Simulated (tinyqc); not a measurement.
Inside a calculation. Method: geometry optimisation on the B3LYP (VWN-RPA form)/sto-3g surface (energies and gradients from PySCF), for BH3, spin multiplicity 1. One step of it, computed by the program tinyqc.

Task: Step 3: move. Quasi-Newton step p = -H^(-1) g (the inverse Hessian comes from BFGS updates; coordinates in the order x, y, z of each atom); steps longer than 0.3 bohr are cut back.

positions after step 2 (bohr):
```
            x          y          z
1B   0.025674   0.017481  -0.015885
2H   2.233263   0.020897  -0.047099
3H  -1.098092   1.945532   0.074786
4H  -1.009667  -1.938556   0.033550
```

gradient (hartree/bohr):
```
              x            y            z
1B   0.00156865  -0.00310511  -0.00522433
2H  -0.00317074  -0.00193774   0.00175183
3H  -0.00176636   0.00571300   0.00188737
4H   0.00336811  -0.00066994   0.00158506
```

inverse Hessian in use (bohr^2/hartree):
```
            1          2          3          4          5          6          7          8
1    1.629365   0.121640  -0.003085   0.027233  -0.007759   0.001402   0.032015  -0.054884
2    0.121640   1.272218   0.023175  -0.052853   0.030650  -0.009964  -0.117773   0.194145
3   -0.003085   0.023175   1.700478   0.127511   0.013050  -0.014873  -0.046891   0.059035
4    0.027233  -0.052853   0.127511   2.054135   0.056344  -0.054495  -0.180797   0.233459
5   -0.007759   0.030650   0.013050   0.056344   1.670553  -0.005743  -0.013408   0.014391
6    0.001402  -0.009964  -0.014873  -0.054495  -0.005743   1.673158   0.019830  -0.024664
7    0.032015  -0.117773  -0.046891  -0.180797  -0.013408   0.019830   1.699738  -0.026587
8   -0.054884   0.194145   0.059035   0.233459   0.014391  -0.024664  -0.026587   1.673934
9   -0.001500   0.001119  -0.009209  -0.033505  -0.003956   0.004091   0.015054  -0.020068
10  -0.021947   0.048987  -0.077534  -0.233899  -0.035178   0.033262   0.115708  -0.151986
11  -0.058997   0.169652  -0.095260  -0.236955  -0.048928   0.040371   0.157769  -0.215805
12   0.003183  -0.014330  -0.009729  -0.039511  -0.003351   0.004291   0.012006  -0.014303

            9         10         11         12
1   -0.001500  -0.021947  -0.058997   0.003183
2    0.001119   0.048987   0.169652  -0.014330
3   -0.009209  -0.077534  -0.095260  -0.009729
4   -0.033505  -0.233899  -0.236955  -0.039511
5   -0.003956  -0.035178  -0.048928  -0.003351
6    0.004091   0.033262   0.040371   0.004291
7    0.015054   0.115708   0.157769   0.012006
8   -0.020068  -0.151986  -0.215805  -0.014303
9    1.669003   0.019951   0.022905   0.002783
10   0.019951   1.806801   0.138179   0.024322
11   0.022905   0.138179   1.761751   0.031984
12   0.002783   0.024322   0.031984   1.669322
```

Give: positions after step 3.

Result:

positions after step 3 (bohr):
```
         x       y       z
1B   0.024   0.020  -0.007
2H   2.240   0.024  -0.050
3H  -1.097   1.938   0.072
4H  -1.016  -1.937   0.031
```
